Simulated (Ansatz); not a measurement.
Mulliken charges of C₂H₅NOS (`SC1NCO1`) from B3LYP/def2-TZVPP in Ansatz (PBE0-D4/def2-TZVP geometry).

```
atom   x (Å)   y (Å)   z (Å)  charge (e)
  S1  -0.377   0.783   1.864      -0.176
  C2   0.104   0.694   0.105       0.194
  N3   0.982  -0.426  -0.178      -0.289
  C4  -0.141  -1.006  -0.910       0.110
  O5  -0.885   0.205  -0.783      -0.336
  H6  -0.796   2.058   1.842       0.097
  H7   0.468   1.681  -0.194       0.099
  H8   1.295  -0.941   0.634       0.130
  H9   0.070  -1.243  -1.957       0.086
 H10  -0.636  -1.856  -0.421       0.084
```

Task: By hand: the dipole of these point charges (1 e Å = 4.8032 D).

Result: Σ q r = (0.175, -0.079, -0.055) e Å, of length 0.200 e Å = 0.96 D.

Task: How does the dipole of the full density compare? (Estimate.)

Result: Computed: (0.115, -0.111, 0.025) e Å, 0.78 D; the point charges give 1.23 times that, at 32° from its direction.

Point charges leave out the atoms' own dipoles, such as those of lone pairs, and Mulliken's split depends on the basis, so the two needn't agree.

B3LYP here is the variant with VWN-RPA as its local correlation; programs differ in this.
